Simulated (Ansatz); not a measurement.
## A ladder of methods for AlHSCl (SMILES [SH][Al][Cl])

AlHSCl: 4 atoms, total charge 0, spin state doublet. As SMILES, `[SH][Al][Cl]`. The coordinates come from a PBE0-D4/def2-TZVP relaxation.

```xyz
4

S     0.4398    0.9849   -0.7447
Al   -0.3941   -0.5259    0.6091
Cl    0.2262   -2.5074    0.2510
H    -0.2164    1.9881   -0.1356
```

Each level gives the energy change with the S1–H4 bond stretched from 1.345 to 1.681 Å (eV). The values are calculated.

```
          level                    kind  program  value (eV)  less FCI/STO-3G  CPU time (all runs)
    UPBE/STO-3G                     GGA   Ansatz        0.90            -0.04                  5 s
U-r2SCAN/STO-3G                meta-GGA   Ansatz        1.02            +0.08                 15 s
  UBHLYP/STO-3G           global hybrid   Ansatz        1.21            +0.27                5.5 s
 U-wB97X/STO-3G  range-separated hybrid   Ansatz        1.17            +0.23                 26 s
 UB2PLYP/STO-3G           double hybrid   Ansatz        1.08            +0.14                6.4 s
    UMP2/STO-3G     perturbation theory   Ansatz        1.16            +0.22               0.66 s
  UCCSDT/STO-3G   coupled cluster or CI   Ansatz        0.94             0.00                2.5 s
     FCI/STO-3G      exact in the basis   Ansatz        0.94             0.00                 14 s
```

FCI/STO-3G is exact within its basis and frozen core, so for wave-function methods in that basis the difference is their error; functionals converge differently with the basis, so for them it is only a difference. The first shape isn't each level's own minimum. The values span 0.90 to 1.21 eV. All rows use very small basis sets, so none should be taken for the real molecule's value. In so small a basis fixed costs decide the times, and correlated methods can beat functionals. CPU times are rough (shared hosts, several kinds of processor and program).
